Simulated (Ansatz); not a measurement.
Molecule (SMILES): C=O (CH2-O).
Geometry (B3LYP-D3(BJ)/def2-TZVP, fixed):
```
C
O 1 1.1989
H 1 1.1075 2 122.05
H 1 1.1075 3 115.91 2 180.00
```

Basis-set convergence of the dipole moment at HF with Ansatz (an electronic-structure program). Dipoles come from the density behind the forces; the sign is taken along the dipole that this method gives in the largest set. Cartesian d functions, on some or all atoms, in 6-31G*, 6-31+G*; all else is spherical. The program fits the integrals of some runs and decomposes those of others, by size. No added dispersion term, no relativity. Reference: the value in aug-cc-pVQZ, 2.809 D. Deviations are taken from unrounded values.

```json
[
 {"basis": "6-31G*", "functions": "34", "dipole moment (D)": "2.724"},
 {"basis": "6-31+G*", "functions": "42", "dipole moment (D)": "2.936"},
 {"basis": "cc-pVDZ", "functions": "38", "dipole moment (D)": "2.652"},
 {"basis": "aug-cc-pVDZ", "functions": "64", "dipole moment (D)": "2.819"},
 {"basis": "def2-SVP", "functions": "38", "dipole moment (D)": "2.748"},
 {"basis": "def2-SVPD", "functions": "59", "dipole moment (D)": "2.855"},
 {"basis": "pcseg-1", "functions": "38", "dipole moment (D)": "2.971"},
 {"basis": "aug-pcseg-1", "functions": "64", "dipole moment (D)": "2.819"},
 {"basis": "6-311G**", "functions": "48", "dipole moment (D)": "2.746"},
 {"basis": "6-311+G**", "functions": "56", "dipole moment (D)": "2.910"},
 {"basis": "def2-TZVP", "functions": "74", "dipole moment (D)": "2.782"},
 {"basis": "def2-TZVPD", "functions": "95", "dipole moment (D)": "2.808"},
 {"basis": "cc-pVTZ", "functions": "88", "dipole moment (D)": "2.749"},
 {"basis": "aug-cc-pVTZ", "functions": "138", "dipole moment (D)": "2.812"},
 {"basis": "pcseg-2", "functions": "88", "dipole moment (D)": "2.834"},
 {"basis": "aug-pcseg-2", "functions": "138", "dipole moment (D)": "2.811"},
 {"basis": "def2-TZVPP", "functions": "90", "dipole moment (D)": "2.781"},
 {"basis": "def2-TZVPPD", "functions": "111", "dipole moment (D)": "2.810"},
 {"basis": "cc-pVQZ", "functions": "170", "dipole moment (D)": "2.787"},
 {"basis": "aug-cc-pVQZ", "functions": "252", "dipole moment (D)": "2.809"},
 {"basis": "def2-QZVPP", "functions": "174", "dipole moment (D)": "2.804"},
 {"basis": "def2-QZVPPD", "functions": "195", "dipole moment (D)": "2.809"}
]
```

What the diffuse functions change, pair by pair:
- 6-31G* to 6-31+G*: 8 more functions, deviation -0.084 to 0.127 D
- cc-pVDZ to aug-cc-pVDZ: 26 more functions, deviation -0.157 to 0.010 D
- def2-SVP to def2-SVPD: 21 more functions, deviation -0.061 to 0.047 D
- pcseg-1 to aug-pcseg-1: 26 more functions, deviation 0.162 to 0.011 D
- 6-311G** to 6-311+G**: 8 more functions, deviation -0.062 to 0.101 D
- def2-TZVP to def2-TZVPD: 21 more functions, deviation -0.027 to -0.001 D
- cc-pVTZ to aug-cc-pVTZ: 50 more functions, deviation -0.059 to 0.004 D
- pcseg-2 to aug-pcseg-2: 50 more functions, deviation 0.026 to 0.003 D
- def2-TZVPP to def2-TZVPPD: 21 more functions, deviation -0.028 to 0.001 D
- cc-pVQZ to aug-cc-pVQZ: 82 more functions, deviation -0.021 to 0.000 D
- def2-QZVPP to def2-QZVPPD: 21 more functions, deviation -0.005 to 0.000 D

Leaving out the reference's own pair, they bring the value nearer the reference by more than 0.001 D in 8 of 10 pairs.
